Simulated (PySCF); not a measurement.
# Cost of excited-state runs on SMILES CNC(C)(C)C, C$_{5}$H$_{13}$N

Mapped SMILES: `[CH3:1][NH:2][C:3]([CH3:4])([CH3:5])[CH3:6]`. Hydrogens are named by the atom that carries them.

PySCF with density fitting, on 1 thread of an Arm Neoverse V2, shared host. Command: `OMP_NUM_THREADS=1 python excited_run.py task.json out`

(1) How long does each of these runs take, and how much memory?
- first hyperpolarisability, CAM-B3LYP/aug-cc-pVDZ; usual settings
- excited states, CAM-B3LYP/def2-TZVP; Tamm-Dancoff; spin-orbit couplings; 6 states; 5 triplets; quadratic response for 4 states; IEF-PCM dichloromethane
- excited states, CAM-B3LYP/def2-TZVP; Tamm-Dancoff; spin-orbit couplings; 6 states; 5 triplets; quadratic response for 4 states
- excited states, CAM-B3LYP/aug-cc-pVDZ; two-photon moments; 8 states; quadratic response for 6 states; 0 triplets

Answers

(1) 
| run | level | basis functions | wall time | peak memory (GiB) |
| --- | --- | --- | --- | --- |
| first hyperpolarisability | CAM-B3LYP/aug-cc-pVDZ | 255 | 40 s | 1.1 |
| excited states | CAM-B3LYP/def2-TZVP | 264 | 47 s | 1.3 |
| excited states | CAM-B3LYP/def2-TZVP | 264 | 46 s | 1.2 |
| excited states | CAM-B3LYP/aug-cc-pVDZ | 255 | 55 s | 1.1 |

Times from a shared host are rough.
